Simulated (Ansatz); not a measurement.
C4H8 can be A, `C1CCC1`, or B, `C=C(C)C`.

Computed with Ansatz on PBE0-D4/def2-TZVP structures; ΔE is electronic, products minus reactants. CCSD(T)/CBS adds triple-zeta CCSD(T) − MP2 to the extrapolated MP2 energy (def2 sets, frozen cores). This one scheme is used for every species. Functionals use def2-TZVPP. B3LYP here is the variant with VWN-RPA as its local correlation; programs differ in this.

Question: Which isomer does CCSD(T)/CBS put lower? Give the gap. (An estimate is asked.)

Answer: Computed: B, by 37.9 kJ/mol.

Question: Give E(B) − E(A) in kJ/mol with BLYP-D4, LDA (SPW92), CCSD/def2-TZVPP, r2SCAN-D4, CCSD(T)/def2-SVP, B3LYP-D4, B3LYP. (An estimate is asked.)

Answer: Ansatz gave: BLYP-D4 -57.3, LDA (SPW92) -20.1, CCSD/def2-TZVPP -34.3, r2SCAN-D4 -39.6, CCSD(T)/def2-SVP -33.2, B3LYP-D4 -49.3, B3LYP -49.6. None reverses the order clearly.

Question: Does the order hold for the free energy at 298.15 K (harmonic terms from PBE0-D4)? (An estimate is asked.)

Answer: The calculation gave: Yes: G(B) − G(A) = -51.0 kJ/mol.

Largest T1 diagnostic: 0.010.

From PBE to PBE0 (25 % exact exchange), in def2-TZVPP and without D4, E(B) − E(A) moves by +8.1 kJ/mol. At CCSD(T), def2-SVP lies +4.7 kJ/mol from the extrapolated value and def2-TZVPP +2.2 kJ/mol.
